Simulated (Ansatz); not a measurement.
**CH₂Si (quintet): wave-function methods side by side, cc-pVDZ**

One table from this session's results is given with a row withheld; the runs are named, their logs left out.

Method: cc-pVDZ, core rule «outside noble gas», up to 6 orbitals frozen; program: Ansatz 0.2.0, Gaussian basis.

Plan: UHF; CCSD(T) on ROHF; CCSD(T) on UHF; BCCD(T) on ROHF; CISD; CCSDT(Q) on ROHF; CCSDT(Q) on UHF; CASSCF and MRCISD+Q, 10 electrons in 10 orbitals; CASSCF and NEVPT2, 10 electrons in 10 orbitals.

5 further runs of the same task are left out: 1 that didn't finish, 4 set aside as unsound or not needed.

## What is computed

The geometry is a PBE0/def2-TZVP stationary point (not a proven minimum) of the parent state, kept for this charge and spin.

4 atoms, charge 0, spin multiplicity 5.

Atoms are counted from 1 here; the program's logs count them from 0.

Bond lengths: Si1–C2 1.865 Å, C2–H3 1.091 Å, C2–H4 1.091 Å. Angles: Si1–C2–H3 123.8°, Si1–C2–H4 123.8°, H3–C2–H4 112.4°.

Set-up of the first run:

Contents of in.yaml:

```yaml
crystal:
  periodic: [false, false, false]
  atoms:
    - {symbol: Si, position_ang: [0.000000, 0.000000, 0.650177]}
    - {symbol: C, position_ang: [0.000000, 0.000000, -1.214577]}
    - {symbol: H, position_ang: [0.000000, -0.906814, -1.821841]}
    - {symbol: H, position_ang: [0.000000, 0.906814, -1.821841]}
basis:
  gaussian: {orbitals: cc-pVDZ}
magnetization: {spin_polarized: true, initial_magnetization: 4}
hamiltonian: {xc: hf}
output: {orbitals: {seedname: orbitals}}
```

Launch:

```sh
> ansatz run in.yaml --threads 1 --pin off --events-out ev --progress --plain --max-ram 4096MiB --backend cpu
```

Steps of the session up to this table: UHF; CCSD(T) on ROHF; CCSD(T) on UHF; BCCD(T) on ROHF; CISD; CCSDT(Q) on ROHF; CCSDT(Q) on UHF; CASSCF and MRCISD+Q, 10 electrons in 10 orbitals; CASSCF and NEVPT2, 10 electrons in 10 orbitals.

One table of the session follows, with a row left open; its other results are not shown here.

| method | from UCCSDT(Q) (meV) |
| --- | --- |
| ROHF | ? |
| UHF | +5142.7 |
| RMP2 | +956.5 |
| UMP2 | +965.2 |
| CISD | +422.7 |
| RCCSD | +164.3 |
| UCCSD | +160.6 |
| RCCSD(T) | +31.7 |
| UCCSD(T) | +31.3 |
| BCCD(T) | +32.6 |
| RCCSDT | +8.5 |
| UCCSDT | +7.5 |
| RCCSDT(Q) | +1.1 |
| UCCSDT(Q) | 0 |
| CASSCF valence | +3591.6 |
| NEVPT2 valence | +916.1 |
| MRCISD valence | +241.6 |
| MRCISD+Q valence | +36.1 |

Q: Estimate the row for ROHF from the others.

As computed: from UCCSDT(Q) (meV): +5279.4. In the column «from UCCSDT(Q) (meV)» it is the highest.

To keep in mind: Restricted and unrestricted rows rest on different reference determinants; where their highest levels disagree by more than a few hundredths of an eV, they describe different states and don't form one ladder.
